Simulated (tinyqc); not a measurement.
Orbital energy against energy difference: ionisation energy by orbital energies and by energy differences in the cc-pvdz basis, for H2O, spin multiplicity 1. Computed by the program tinyqc with PySCF. The cation is unrestricted; errors are against CCSD(T) in this basis, not against experiment.

Geometry (angstrom):

| atom | x | y | z |
|---|---|---|---|
| O | 0.0000 | 0.0000 | 0.0000 |
| H | 0.0000 | 0.7250 | 0.5400 |
| H | 0.0000 | -0.7250 | 0.5400 |

CCSD(T) difference in the same basis = 12.1772 eV

IP-EOM-CCSD = 12.0212 eV

First vertical ionisation energy (eV):

| method | -e(HOMO) | E(cation) - E | error of -e(HOMO) | error of the difference |
|---|---|---|---|---|
| HF | 13.5185 | 10.973202 | 1.3413 | -1.2040 |
| PBE | 6.2253 | 12.515125 | -5.9519 | 0.3379 |
| B3LYP | 7.9419 | 12.550891 | -4.2353 | 0.3737 |
| PBE0 | 8.3157 | 12.433932 | -3.8615 | 0.2567 |
| CAM-B3LYP | 9.8419 | 12.548214 | -2.3353 | 0.3710 |
| LC-wPBE | 11.3218 | 12.601279 | -0.8554 | 0.4241 |

Estimate the missing row, method = LDA.

Computed row:
```
method  -e(HOMO)  E(cation) - E  error of -e(HOMO)  error of the difference
LDA       6.3313      12.877258            -5.8459                   0.7000
```

Koopmans errs by +1.34 eV and Delta-HF by -1.20 eV: relaxation, 2.55 eV, lowers the value and the missing correlation difference works against it. The PBE level is off by -6.0 eV through the wrong tail of its potential, though its energy difference is off by +0.34 eV; exact exchange deepens the level, and among the orbital energies LC-wPBE comes closest; among the differences PBE0 does.
